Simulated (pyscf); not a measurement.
## Substitution at Si: H₃Si–SiH₂–PH• (SMILES [SiH3][SiH2][PH]) + H• (SMILES [H]) → H₃Si–PH• (SMILES [SiH3][PH]) + SiH₃• (SMILES [SiH3])

Gas phase, triplet surface, charge 0. Bonds broken: Si3–Si4. Bonds formed: Si3–H5. Optimised with ωB97X-D3(BJ)/def2-SVP in PySCF. Correlated levels are frozen-core, on RHF or UHF. ΔMP2 is the change of the MP2 total energy from the triple- to the quadruple-zeta basis.

Transition state (Å):

```xyz
10

P      2.1024     0.1637     0.4070
H      1.9534    -0.1291    -0.9833
Si     0.1778    -0.8613     0.9459
Si    -1.6384     0.6299     0.6483
H     -0.5364    -0.1719    -1.1078
H      0.2224    -1.1507     2.4153
H     -0.0197    -2.1553     0.2307
H     -2.0992     0.9980     2.0281
H     -1.2315     1.8880    -0.0394
H     -2.7835    -0.0058    -0.0642
```

One imaginary mode, 477i cm⁻¹; descent along it reached the two sides named.

```json
[
 {"bond": "Si3–Si4", "change": "breaks", "reactant side (Å)": "2.338", "saddle": "2.369", "product side": "3.5"},
 {"bond": "Si3–H5", "change": "forms", "reactant side (Å)": "3.9", "saddle": "2.281", "product side": "1.494"}
]
```

Electronic energies relative to the separated reactants (kcal/mol):

```tsv
level	barrier	reaction energy	reverse barrier
ωB97X-D3(BJ)/def2-TZVP	2.3	-10.4	12.7
PBE/def2-TZVP	-0.4	-14.2	13.9
r²SCAN/def2-TZVP	-2.3	-16.9	14.7
B3LYP-D3(BJ)/def2-TZVP	-0.4	-17.2	16.8
PBE0-D3(BJ)/def2-TZVP	0.0	-13.0	13.0
M06-2X/def2-TZVP	2.0	-17.0	19.1
ωB97M-D3(BJ)/def2-TZVP	2.3	-15.8	18.1
HF/def2-TZVP	11.2	-18.8	30.0
MP2/def2-QZVPP	4.9	-13.5	18.4
CCSD/def2-TZVPP	3.7	-18.4	22.2
CCSD(T)/def2-TZVPP	3.1	-16.8	19.9
CCSD(T)/def2-TZVPP + ΔMP2(QZVPP)	2.6	-16.2	18.8
```

With CCSD(T)/def2-TZVPP + ΔMP2(QZVPP) energies and thermal terms (ideal gas, 1 atm, RRHO with modes under 100 cm⁻¹ raised to 100, one conformer, R ln 2 for chiral ones without a mode under 150 cm⁻¹), in kcal/mol:

```
T (K)  ΔH‡   ΔG‡     ΔH     ΔG
-----  ---  ----  -----  -----
298    2.6   9.8  -14.3  -17.2
600    2.1  17.4  -15.8  -19.6
900    1.8  25.0  -17.1  -21.2
1200   1.5  32.9  -18.4  -22.3
```

At PBE, r²SCAN, B3LYP-D3(BJ) this geometry lies under the reactants; that is no barrier but a single point on another level's saddle; such a level's own saddle, if it has one, lies nearer that side and is low. This saddle turned up in a search for another step; its sides and bond changes are read from the two ends of the descent. H₃Si–SiH₂–PH• + H• also meet on a surface of lower spin, which isn't treated here. H₃Si–PH• + SiH₃• also meet on a surface of lower spin, which isn't treated here. H₃Si–SiH₂–PH• lies 6.4 kcal/mol over its isomer H₃Si–P•–SiH₃ (electronic energy, ωB97M-D3(BJ)/def2-TZVP). This is the saddle that the search found; another between the same sides may lie lower. The angle at the attacked Si is 57° (front-side attack). The CCSD(T) − MP2 part came from Ansatz, without density fitting, on the same reference.
